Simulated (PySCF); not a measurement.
**How good is the calculation?**

Mapped SMILES: `[CH3:1][CH2:2][CH2:3][C:4]([NH2:5])=[O:6]`; H(Xn) means a hydrogen on atom n. Ha(N5) is cis to the C=O or C=S heteroatom; Hb(N5) is trans to the C=O or C=S heteroatom.

What is known from experiment: δ ¹H H(C3) 2.19; H(C2) 1.68; H(C1) 0.99 ppm (measured; solution, not stated per compound (mostly CDCl3 or CCl4); Pretsch, Buehlmann, Badertscher, Structure Determination of Organic Compounds, 4th ed. (2009)).

No relativistic terms, gas phase, a single conformation, one averaged value for each set of equivalent atoms. σ from GIAO-B97-2/pcSseg-2; PBE0-D3(BJ)/def2-TZVP geometry; PySCF.

**Question.** What does the calculation give, and how does it compare?

**Answer.** 
Reference values: measured (solution, not stated per compound (mostly CDCl3 or CCl4); Pretsch, Buehlmann, Badertscher, Structure Determination of Organic Compounds, 4th ed. (2009)).
```json
{"atoms": "H(C3)", "quantity": "δ ¹H", "reference": "2.19", "computed": "2.08", "computed, scaled": "2.09"}
{"atoms": "H(C2)", "quantity": "δ ¹H", "reference": "1.68", "computed": "1.66", "computed, scaled": "1.70"}
{"atoms": "H(C1)", "quantity": "δ ¹H", "reference": "0.99", "computed": "0.91", "computed, scaled": "1.00"}
```

Computed shifts are σ(ref) − σ with the named reference compound (TMS for H and C) calculated as an isolated molecule at the same level. The measured values may be among those fitted. Scaled to experiment by linear calibration (H and C: mostly CDCl3 data, vs TMS): ¹H: δ = 29.81 − 0.938σ (rms 0.14 ppm, 293 shifts, 0.16 ppm with the 4 outliers that the fit left out). A few per cent of atoms miss by over 2 rms, more outside the fitted compound classes. Hydrogens on heteroatoms aren't scaled, only referred to computed TMS.

**Question.** How far are the unscaled ¹H shifts from the references?

**Answer.** Mean signed difference -0.07 ppm, mean absolute 0.07 ppm over 3 comparisons; the largest is -0.11 ppm at H(C3) (hydrogen on an sp3 CH2 α to a carbonyl).
